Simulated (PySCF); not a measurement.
F: ionisation energy

F [He] 2s2 2p5 (2P) → F⁺ [He] 2s2 2p4 (3P), as a difference of total energies. Calculation: PySCF 2.14, in aug-cc-pwCVTZ (7s6p4d2f, 59 functions); no relativity, point nucleus. Correlated levels: valence and next inner shell: nothing frozen. The calculations carry no spin-orbit coupling.

```json
{"method": "UHF", "ionisation energy (eV)": "15.668"}
{"method": "MP2 (valence and next inner shell)", "ionisation energy (eV)": "17.337"}
{"method": "SCS-MP2 (valence and next inner shell)", "ionisation energy (eV)": "17.320"}
{"method": "CCSD (valence and next inner shell)", "ionisation energy (eV)": "17.224"}
{"method": "CCSD(T) (valence and next inner shell)", "ionisation energy (eV)": "17.288"}
```

Q: How much does correlation contribute at CCSD(T) (valence and next inner shell)?

A: 17.288 − (15.668) = 1.620 eV, measured against UHF.

Errors of the correlated levels include the incompleteness of this basis.

For comparison: 17.427 eV (measured; NIST levels, between the centres of gravity of the two terms).
